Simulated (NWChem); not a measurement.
## Correlation energy of DMSO (C₂H₆OS)

```
S
O 1 1.5172
C 1 1.8499 2 106.49
H 3 1.1063 1 105.79 2 -66.72
H 3 1.1078 4 109.78 1 -116.56
H 3 1.1080 4 110.26 5 -123.52
C 1 1.8499 2 106.49 3 101.38
H 7 1.1063 1 105.79 2 66.72
H 7 1.1078 8 109.78 1 116.56
H 7 1.1080 8 110.26 9 123.52
```
Charge 0, spin multiplicity 1.

The numbers come from NWChem runs, not from measurements. All single points use one geometry, from PBE/def2-SVP, a minimum by its harmonic frequencies.

Basis set: 3-21G. Each correlation energy counts from its own Hartree-Fock reference.

The correlated methods keep 8 core orbitals frozen. Coupled-cluster values serve here as a point of comparison, not as the truth.

| method | correlation energy (mHa) |
|---|---|
| SCS-MP2 | ___ |
| MP2 | ___ |
| CR-CCSD[T] | -422.1 |
| CR-CCSD(T) | -420.5 |
| CCSD(T) | ___ |
| CCSD | ___ |
| CCSD+T(CCSD) | -425.6 |

Task: What belongs in the gaps?

Result: 
- SCS-MP2, correlation energy (mHa): -376.3
- MP2, correlation energy (mHa): -374.6
- CCSD(T), correlation energy (mHa): -423.5
- CCSD, correlation energy (mHa): -411.2
